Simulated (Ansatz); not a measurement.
# BFHNa: one structure at several levels

The atoms stand at a structure displaced at random from a GFN2-xTB minimum. How far do the functionals agree with CCSD(T) there?

Program: Ansatz 0.2.0, Gaussian basis. Level of theory: single points in def2-TZVPP. These are calculated values, not measurements.

Cores are frozen in the correlated methods. The outer core shell of Li, Na, Mg and K is correlated.

### Step 1. Where the work starts

SMILES `F[BH][Na]`, 4 atoms, charge 0, spin multiplicity 1.

Atoms are counted from 1 here; the program's logs count them from 0.

Bond lengths: F1–B2 1.367 Å, B2–Na3 2.366 Å, B2–H4 1.154 Å. Angles: F1–B2–Na3 103.6°, F1–B2–H4 109.1°, Na3–B2–H4 147.1°.

Coordinates:

```xyz
4
BFHNa
F    -0.07680    0.84800   -0.96350
B    -0.27440    0.04430    0.12410
Na    1.81430   -1.03070    0.40930
H    -1.37770    0.11920    0.45260
```

### Step 2. CCSD(T)/def2-TZVPP

Input file run/in.yaml:

```yaml
crystal:
  periodic: [false, false, false]
  atoms:
    - {symbol: F, position_ang: [-0.076800, 0.848000, -0.963500]}
    - {symbol: B, position_ang: [-0.274400, 0.044300, 0.124100]}
    - {symbol: Na, position_ang: [1.814300, -1.030700, 0.409300]}
    - {symbol: H, position_ang: [-1.377700, 0.119200, 0.452600]}
basis:
  gaussian: {orbitals: def2-TZVPP}
correlation: {method: ccsd_t}
output: {forces: true}
```

The command line of these runs was not kept.

### Step 3. PBE0-D4/def2-TZVPP

Changes to run/in.yaml since step 2:

```diff
@@ -9,3 +9,3 @@
   gaussian: {orbitals: def2-TZVPP}
-correlation: {method: ccsd_t}
-output: {forces: true}
+hamiltonian: {xc: pbe0, dispersion: d4}
+output: {forces: true, orbitals: {seedname: orbitals}}
```

### Step 4. wB97M-V/def2-TZVPP

Changes to run/in.yaml since step 3:

```diff
@@ -9,3 +9,3 @@
   gaussian: {orbitals: def2-TZVPP}
-hamiltonian: {xc: pbe0, dispersion: d4}
-output: {forces: true, orbitals: {seedname: orbitals}}
+hamiltonian: {xc: {name: wB97M-V}}
+output: {forces: true}
```

### Step 5. r2SCAN-D4/def2-TZVPP

Changes to run/in.yaml since step 4:

```diff
@@ -9,3 +9,3 @@
   gaussian: {orbitals: def2-TZVPP}
-hamiltonian: {xc: {name: wB97M-V}}
+hamiltonian: {xc: r2scan, dispersion: d4}
 output: {forces: true}
```

### Step 6. PBE-D4/def2-TZVPP

Changes to run/in.yaml since step 5:

```diff
@@ -9,3 +9,3 @@
   gaussian: {orbitals: def2-TZVPP}
-hamiltonian: {xc: r2scan, dispersion: d4}
+hamiltonian: {xc: pbe, dispersion: d4}
 output: {forces: true}
```

### Step 7. B97M-V/def2-TZVPP

Changes to run/in.yaml since step 6:

```diff
@@ -9,3 +9,3 @@
   gaussian: {orbitals: def2-TZVPP}
-hamiltonian: {xc: pbe, dispersion: d4}
+hamiltonian: {xc: {name: B97M-V}}
 output: {forces: true}
```

### Step 8. BHLYP-D4/def2-TZVPP

Changes to run/in.yaml since step 7:

```diff
@@ -9,3 +9,3 @@
   gaussian: {orbitals: def2-TZVPP}
-hamiltonian: {xc: {name: B97M-V}}
+hamiltonian: {xc: {name: BHLYP}, dispersion: d4}
 output: {forces: true}
```

(Steps that only read results are left out.)

Before running it: what results should come out? Wanted: energy less free atoms, CCSD(T)/def2-TZVPP; RMS force component; RMS force error; HOMO and LUMO, PBE0-D4; T1 diagnostic.

**Answer**, as computed:

```
                                  quantity                                                                                           value
energy less free atoms, CCSD(T)/def2-TZVPP                                                                                      -11.114 eV
                       RMS force component                                                            0.580 to 0.696 eV/Å over the methods
                           RMS force error  PBE0-D4 0.148, wB97M-V 0.045, r2SCAN-D4 0.078, PBE-D4 0.069, B97M-V 0.222, BHLYP-D4 0.234 eV/Å
                    HOMO and LUMO, PBE0-D4                                                                              -4.58 and -1.21 eV
                             T1 diagnostic                                                                                           0.013
```

What this shows: Against CCSD(T) the functionals' energies less atoms differ by -0.679 to +0.100 eV, PBE-D4 by -0.679 eV. A larger basis would deepen the CCSD(T) value, while the functionals are nearly converged already, so the order here is not reliable. The forces of wB97M-V come nearest to CCSD(T), those of BHLYP-D4 are farthest. Frozen-core CCSD(T) forces in triple zeta carry basis errors of their own, and this is one geometry, so small gaps rank nothing. The restricted Hartree–Fock reference is unstable towards an unrestricted one at one or more of these structures.
